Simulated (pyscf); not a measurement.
HS–Zn–SH (SMILES [SH][Zn][SH]) + H₂ (SMILES [H][H]) → H₂S (SMILES S) + HS–ZnH (SMILES [SH][ZnH]), a four-centre exchange (singlet surface; S–Zn, H–H broken, H–S, H–Zn formed). Structures and frequencies: ωB97X-D3(BJ)/def2-SVP in PySCF. Energies in kcal/mol from the separated reactants.

Small-basis levels: PySCF, no dispersion term, spherical d functions. AM1 to PM7: differences of heats of formation from MOPAC, which are fitted to 298 K values and so differ in kind from electronic energies by zero-point and thermal terms. GFN2-xTB: tblite. Cost: rough CPU time at the saddle relative to B3LYP/6-31G*+LANL2DZ, from one job on a shared machine.

```
level                   barrier  reaction energy        cost
----------------------  -------  ---------------  ----------
SVWN5/6-31G*+LANL2DZ       20.8            +21.0           1
BP86/6-31G*+LANL2DZ        31.0            +20.8           2
PBE/6-31G*+LANL2DZ         29.7            +21.0           2
B3LYP/STO-3G                [?]            +24.9           2
B3LYP/LANL2DZ              36.7            +22.4         0.7
M06-2X/6-31G*+LANL2DZ      35.5            +23.0           2
PBE/def2-SVP               23.0            +16.6           2
B3LYP/def2-SVP             29.2            +15.3           1
GFN2-xTB                   18.5             -7.0  under 0.02
AM1                        20.0            +13.6  under 0.02
PM3                        15.0            +46.5  under 0.02
PM6                        66.9            +48.4  under 0.02
ωB97M-D3(BJ)/def2-TZVP      [?]            +16.4           –
```

Task: Some entries are withheld; supply them.

Result: 
- B3LYP/STO-3G, barrier: 45.4
- ωB97M-D3(BJ)/def2-TZVP, barrier: 34.2

Against the last row the barrier runs from -19.2 (PM3) to +32.8 kcal/mol (PM6). At SVWN5/6-31G*+LANL2DZ, PM3 this geometry lies under one side, so the entry may be no barrier of that level: it is a single point on another level's saddle. ωB97M-D3(BJ)/def2-TZVP has limits of its own. On the product side the descent ends in a complex, 8.0 kcal/mol under the separated species and 22.6 kcal/mol under the saddle at ωB97X-D3(BJ)/def2-TZVP. One saddle was located; it need not be the lowest between these sides. In the def2 sets elements up to Kr have no core potential.
